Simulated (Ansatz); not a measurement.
# CHNS: the cost of one run

Computed with Ansatz 0.2.0 (CCSD(T) on Hartree-Fock, Gaussian basis cc-pV(Q+d)Z, and further levels as typed in the inputs, unless a step's input says otherwise).

## (1) The structure to begin with

Bond lengths: H1–C2 1.060 Å, C2–N3 1.170 Å, N3–S4 1.600 Å. Angles: H1–C2–N3 180.0°, C2–N3–S4 180.0°.

As a file:

```xyz
4

H    -1.7800    0.0000    0.0000
C    -0.7200    0.0000    0.0000
N     0.4500    0.0000    0.0000
S     2.0500    0.0000    0.0000
```

## (2) Relaxing the atoms: CHNS

Input file input.yaml:

```yaml
relax:
  f_tol: 0.001
  max_steps: 200
crystal:
  periodic: [false, false, false]
  atoms:
    - { symbol: H, position_ang: [-1.78, 0.0, 0.0] }
    - { symbol: C, position_ang: [-0.72, 0.0, 0.0] }
    - { symbol: "N", position_ang: [0.45, 0.0, 0.0] }
    - { symbol: S, position_ang: [2.05, 0.0, 0.0] }
basis:
  gaussian: { orbitals: "cc-pV(Q+d)Z.json" }
hamiltonian:
  xc: hf
correlation:
  method: ccsd_t
```

Command:

```
ansatz run input.yaml --threads 8 --pin off --max-ram 16384MiB --backend cpu --events-out ev --progress --plain --runs-dir out
```

What time and memory should one allow on 8 threads of Intel Xeon 6975P-C (Granite Rapids), shared host?

About 3.2 min, with a peak of 6.8 GiB.
